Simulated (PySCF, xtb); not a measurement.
propene (C₃H₆), SMILES C(C)=C.

Harmonic wavenumbers (cm⁻¹) from GFN2-xTB (xtb) at its own minimum, in rising order: 166, 425, 581, 893, 934, 977, 1015, 1050, 1170, 1291, 1396, 1421, 1478, 1486, 1726, 2998, 3012, 3039, 3053, 3097, 3124.

Question: What does PBE-D3(BJ)/def2-TZVP (PySCF) give at its own minimum? (An estimate is asked for; the answer gives what the named calculation found.)

Answer: 204, 412, 572, 898, 913, 915, 991, 1028, 1156, 1286, 1352, 1399, 1425, 1440, 1664, 2956, 3005, 3039, 3061, 3066, 3151. Paired by order, the mean absolute difference is 26 cm⁻¹ and the zero-point energies are 49.1 and 48.5 kcal/mol.
